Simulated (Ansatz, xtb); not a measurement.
**HNOSi: which of two structures lies lower**

Structure a: `N#[Si]O`, a singlet. Structure b: a singlet given by its coordinates. Both are isolated molecules in the gas phase, relaxed with B3LYP/6-31G*.

a (Å):

```yaml
atoms:
  - { symbol: N, position_ang: [-2.6751, 1.3090, -2.3977] }
  - { symbol: O, position_ang: [-0.3413, -0.7951, -3.0606] }
  - { symbol: Si, position_ang: [-1.5117, 0.3007, -2.7027] }
  - { symbol: H, position_ang: [-0.5945, -1.5567, -3.6082] }
```

b (Å):

```yaml
atoms:
  - { symbol: N, position_ang: [-0.6162, -0.1471, -2.7676] }
  - { symbol: O, position_ang: [-2.0550, 0.4344, -2.5329] }
  - { symbol: Si, position_ang: [-2.0493, -1.2162, -2.7371] }
  - { symbol: H, position_ang: [-0.3881, 0.1880, -3.7117] }
```

Close contacts (Å): N1–O2 1.57, N1–Si3 1.79, O2–Si3 1.66, N1–H4 1.03.

Energies in hartree; the thermal terms are from B3LYP/6-31G* harmonic frequencies (ideal gas, rigid rotor, one conformer each, 1000 K, 1 atm) and include the zero-point energy:

```
                                a           b
E, CCSD(T)/def2-TZVPP  −419.381684  −419.385967
    zero-point energy     0.015679     0.017508
        H(1000 K) − E     0.038680     0.038452
        G(1000 K) − E    −0.094116    −0.087220
```

**Question.** Work out ΔE, ΔE₀, ΔH and ΔG for a → b in kJ/mol (1 Eh = 2625.50 kJ/mol) and the equilibrium ratio [b]/[a].

**Answer.** 1. ΔE = −419.385967 − (−419.381684) = −0.004283 Eh = −11.25 kJ/mol.
2. ΔE₀ = ΔE + ΔZPE = −0.004283 + (+0.001829) Eh = −6.44 kJ/mol.
3. ΔH = ΔE + (−0.000228) Eh = −11.84 kJ/mol.
4. ΔG = ΔE + (+0.006896) Eh = +6.86 kJ/mol, so ΔS = (ΔH − ΔG)/T = −18.7 J/(mol K).
5. kT = 3.1668 mEh, so K = [b]/[a] = exp(−ΔG/kT) = exp(−0.83) ≈ 0.44.

Structure a is favoured at this temperature, against the order of the electronic energies. An error of 4 kJ/mol in ΔG would change K by a factor of 1.6. GFN2-xTB, MP2/def2-TZVPP gave ΔE the other sign. Large T1 diagnostics make the coupled-cluster value less sure. Mirror images and further conformers aren't counted.

Other levels gave ΔE = +174.3 (GFN2-xTB); −343.3 (HF/STO-3G, GFN2-xTB geometries); −23.1 (r2SCAN-D4/def2-SVP, GFN2-xTB geometries); −55.6 (B3LYP/6-31G*); −78.6 (HF/def2-TZVPP); +28.9 (MP2/def2-TZVPP) kJ/mol. The correlated steps freeze 7 core orbitals. Programs: Ansatz 0.2.0, xtb 6.7.1.
